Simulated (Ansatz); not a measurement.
PBE against other levels and measurement: corundum Cr₂O₃

Programs: Ansatz (a program for electronic structure).

| property | PBE | LDA | PBEsol | reference | PBE less reference |
|---|---|---|---|---|---|
| volume per atom (Å³/atom) | 9.72 | 8.86 | 9.29 | 9.64* | +0.8 % |
| bulk modulus (GPa) | 206 | 217 | 217 | 234* (206–245) | not scored |
| cohesive energy (eV/atom) | 5.50 | 6.72 | 5.95 | – | – |
| band gap (eV), at the measured cell | 1.63 (indirect) | 1.19 | 1.47 | 3.3 ± 0.1* | -1.67 eV |
| electronic dielectric constant ε∞ | 9.88 | 16.1 | 11.6 | – | – |
| static dielectric constant | 15.3 | 20.3 | 16.3 | 12.8* | +19.5 % |
| elastic constant C11 (GPa) | 308 | 281 | 306 | 374* | -17.6 % |
| elastic constant C33 (GPa) | 324 | 396 | 352 | 362* | -10.5 % |
| elastic constant C44 (GPa) | 142 | 172 | 154 | 159* | -10.7 % |
| Voigt–Reuss–Hill bulk modulus (GPa) | 207 | 227 | 221 | – | – |
| Voigt–Reuss–Hill shear modulus (GPa) | 99.6 | 87.2 | 97.0 | 123* | -19.0 % |
| direct gap at Γ (eV), at the measured cell | 1.91 | 1.50 | 1.77 | – | – |

PBE is well off the measurement for the band gap (-1.67 eV); elastic constant C11 (-17.6 %); elastic constant C33 (-10.5 %); elastic constant C44 (-10.7 %); Voigt–Reuss–Hill shear modulus (-19.0 %).  In between, or not called against an uncorrected reference: equilibrium volume per atom (+0.8 %), static dielectric constant (+19.5 %). Where no measured value is used, PBE differs from PBEsol by -0.45 eV/atom in the cohesive energy; from PBEsol by -14.8 % in the high-frequency dielectric constant; from PBEsol by -6.3 % in the Voigt–Reuss–Hill bulk modulus; from PBEsol by +0.14 eV in the direct gap at Γ.

A star marks values at room or unstated temperature without corrections; heat and zero-point motion as a rule enlarge cells and lower moduli and gaps.

Called well off beyond 0.58 eV for the band gap, 25 % for the static dielectric constant (bounds picked here from the quality of each reference); against an uncorrected reference the equilibrium volume per atom is called beyond 2 % where a correction would as a rule widen the miss, else beyond 20 %; against an uncorrected reference the elastic constant C11 is called beyond 10 % where a correction would as a rule widen the miss, else beyond 20 %; against an uncorrected reference the elastic constant C33 is called beyond 10 % where a correction would as a rule widen the miss, else beyond 20 %; against an uncorrected reference the elastic constant C44 is called beyond 10 % where a correction would as a rule widen the miss, else beyond 20 %; against an uncorrected reference the Voigt–Reuss–Hill shear modulus is called beyond 10 % where a correction would as a rule widen the miss, else beyond 20 %.

Not scored: bulk modulus (sources at odds).

Brackets give the range of the sources taken for a reference, where it is wide.

Free atoms are spin-polarised, in the lowest state found; at levels without +SOC their spin–orbit coupling is left out.

Differences are worked out from the printed values.

The references are measured values: equilibrium volume per atom temperature unstated, bulk modulus temperature unstated, band gap temperature unstated, static dielectric constant temperature unstated, elastic constant C11 temperature unstated, elastic constant C33 temperature unstated, elastic constant C44 temperature unstated, Voigt–Reuss–Hill shear modulus temperature unstated.

Unless a row names a cell, each level is at its own relaxed cell.

Density-functional gaps are differences of (generalised) Kohn–Sham levels.

Spin-polarised runs: PBE (opposed moments), LDA (opposed moments), PBEsol (opposed moments).

Ansatz's density-functional and Hartree–Fock values are scalar-relativistic unless marked +SOC, with PAW data made under PBE.

References as tabulated in Oses et al. (2018), arXiv:1811.08464; Sawada, Mater. Res. Bull. 29, 239 (1994) (COD 9015000); Toher et al. (2017), arXiv:1611.05714; Medasani et al. (2019), arXiv:1904.04625 and others.
